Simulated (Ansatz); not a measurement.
System: CaB6-type CaB6. Method: PBE0 (Ansatz, an electronic-structure program, PAW).

Run with plane-wave cutoff 460 eV, 6×6×6 k mesh, Fermi–Dirac smearing 0.01 eV, scalar-relativistic PAW data made under PBE.

Computed at the level's own relaxed cell.

```xyz
7
Lattice="4.1347 0.0000 0.0000 0.0000 4.1347 0.0000 0.0000 0.0000 4.1347" Properties=species:S:1:pos:R:3 pbc="T T T"
Ca     0.0000     0.0000     0.0000
B      3.2968     2.0673     2.0673
B      2.0673     0.8379     2.0673
B      2.0673     3.2968     2.0673
B      0.8379     2.0673     2.0673
B      2.0673     2.0673     3.2968
B      2.0673     2.0673     0.8379
```

Problem. List the 18 lowest band energies at Γ above −25 eV (eV, relative to the valence band maximum), grouping those that round alike.

Solution. At Γ: -24.16 (×3), -16.36, -7.91, -7.65 (×3), -6.20 (×2), -0.41 (×3), 4.24 (×3), 5.12 (×2).

Note: the run warned that its exchange threshold was loose for the stress.
